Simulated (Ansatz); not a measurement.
CH7BSi, SMILES `BC[SiH3]`. Charge 0, multiplicity 1.

```xyz
10

B     0.358   -0.556   -1.378
C     0.804    0.175   -0.108
Si   -0.722    0.280    1.013
H     0.389   -1.753   -1.437
H    -0.098    0.052   -2.304
H     1.106    1.216   -0.256
H     1.545   -0.357    0.496
H    -1.198   -1.077    1.386
H    -0.354    1.015    2.251
H    -1.829    1.006    0.338
```

(1) What are the harmonic wavenumbers in cm⁻¹ at PBE0-D4/def2-TZVP (Ansatz, finite differences of forces, unscaled)? (Estimate.)

(2) Is this a minimum?

(3) Give the ideal-gas thermochemistry at 298.15 K and 1 bar (rigid rotor, harmonic oscillator; point group Cs, symmetry number 1).

(4) And at 400, 500, 600, 800 and 1000 K?

(5) Rotational constants (cm⁻¹)?

## Answers

(1) The calculation gave: 85, 187, 232, 562, 590, 647, 685, 924, 924, 948, 950, 951, 1053, 1061, 1105, 1256, 1428, 2226, 2232, 2235, 2572, 2648, 3058, 3125.

(2) Yes, all 24 modes are real.

(3) Zero-point energy 189.5 kJ/mol; H(298) − E = 206.8 kJ/mol; entropy 302.6 J/(mol·K), of which translation 159.5, rotation 99.4, vibration 43.7; G(298) − E = 116.6 kJ/mol. Modes under 100 cm⁻¹ are hindered rotations or soft bends, so the harmonic entropy is rough.

(4) 
```json
{"T (K)": "400", "H − E (kJ/mol)": "216.8", "S (J/mol/K)": "331.5", "G − E (kJ/mol)": "84.3"}
{"T (K)": "500", "H − E (kJ/mol)": "228.6", "S (J/mol/K)": "357.7", "G − E (kJ/mol)": "49.8"}
{"T (K)": "600", "H − E (kJ/mol)": "242.0", "S (J/mol/K)": "382.1", "G − E (kJ/mol)": "12.8"}
{"T (K)": "800", "H − E (kJ/mol)": "272.5", "S (J/mol/K)": "425.8", "G − E (kJ/mol)": "-68.1"}
{"T (K)": "1000", "H − E (kJ/mol)": "306.7", "S (J/mol/K)": "463.9", "G − E (kJ/mol)": "-157.2"}
```

(5) 0.7304, 0.1864, 0.1684.
